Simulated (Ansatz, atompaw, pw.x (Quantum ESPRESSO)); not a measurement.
What a changed setting does to a pw.x run (bcc Cr)

Potential: PAW, atompaw 4.2.0.5, PBEsol; core [Ne], reference 3s2 3p6 3d5 4s1 4p0; waves: 3s (bound): rc 1.30 bohr; 4s (bound): rc 1.60 bohr; 3p (bound): rc 1.15 bohr; 4p (bound, empty): rc 1.55 bohr; 3d (bound): rc 1.60 bohr; 3d channel at 0.2 Ry: rc 1.60 bohr; local part: bessel scheme, radius 1.40 bohr; core correction: smooth core density matched at 1.35 bohr; augmentation: besselshape compensation charge, radius 1.35 bohr; PAW radius 1.60 bohr; waves and projectors: custom rrkj vanderbiltortho.

The reference run (k-mesh 16³, cutoffs 135/900 Ry, Fermi–Dirac 0.01 Ry, mixing_beta 0.4, conv_thr 1e-9, no spin) gives -0.16 GPa at 11.177 Å³/atom, where all-electron LAPW gives -0.61 GPa. This run, with its own iteration cap, changes diagonalization to rmm-davidson.

```
&control
  calculation='scf', prefix='x', pseudo_dir='./', outdir='./tmp', tstress=.true., disk_io='none'
/
&system
  ibrav=0, nat=1, ntyp=1, ecutwfc=135, ecutrho=900, nbnd=15,
  occupations='smearing', smearing='fd', degauss=0.01
/
&electrons
  conv_thr=1e-09, mixing_beta=0.4, electron_maxstep=60, diagonalization='rmm-davidson'
/
ATOMIC_SPECIES
Cr 1.0 Cr.UPF
CELL_PARAMETERS angstrom
  -1.40849428 1.40849428 1.40849428
  1.40849428 -1.40849428 1.40849428
  1.40849428 1.40849428 -1.40849428
ATOMIC_POSITIONS crystal
Cr 0.0000 0.0000 0.0000
K_POINTS automatic
16 16 16 0 0 0
```

```bash
pw.x < Cr.scf.in > Cr.scf.out
```

Problem. How does the run end?

Solution. It converges in 22 iterations; the free energy moves by +0.0 meV/atom and the pressure by -0.04 GPa. The result is that of the reference run.

```
Message from routine setup:
     using ibrav=0 with symmetry is DISCOURAGED, use correct ibrav instead
     lattice parameter (alat)  =       4.6101  a.u.
     unit-cell volume          =      75.4261 (a.u.)^3
     number of electrons       =        14.00
     number of Kohn-Sham states=           15
     kinetic-energy cutoff     =     135.0000  Ry
     charge density cutoff     =     900.0000  Ry
     scf convergence threshold =      1.0E-09
     Exchange-correlation= SLA PW PSX PSC
     number of k points=   145  Fermi-Dirac smearing, width (Ry)=  0.0100
     iteration #  1     ecut=   135.00 Ry     beta= 0.40
     total energy              =    -245.97105517 Ry
     estimated scf accuracy    <       0.45400132 Ry
     iteration #  2     ecut=   135.00 Ry     beta= 0.40
     total energy              =    -246.08310297 Ry
     estimated scf accuracy    <       0.00727594 Ry
     iteration #  3     ecut=   135.00 Ry     beta= 0.40
     total energy              =    -246.09695109 Ry
     estimated scf accuracy    <       0.00320939 Ry
     [... 16 iterations left out ...]
     iteration # 20     ecut=   135.00 Ry     beta= 0.40
     total energy              =    -246.10046283 Ry
     estimated scf accuracy    <       0.00000005 Ry
     iteration # 21     ecut=   135.00 Ry     beta= 0.40
     total energy              =    -246.10046281 Ry
     estimated scf accuracy    <       0.00000004 Ry
     iteration # 22     ecut=   135.00 Ry     beta= 0.40
     the Fermi energy is    19.8665 ev
!    total energy              =    -246.10046281 Ry
     estimated scf accuracy    <          1.6E-11 Ry
     smearing contrib. (-TS)   =      -0.00319170 Ry
     convergence has been achieved in  22 iterations
          total   stress  (Ry/bohr**3)                   (kbar)     P=       -2.02
     Message from routine punch:
     Nothing written, as per user request (disk_io='none')
```

The run took about 1.8 min on one core of a shared host (AMD EPYC 9R14, 96 threads, 370 GiB, load 28).
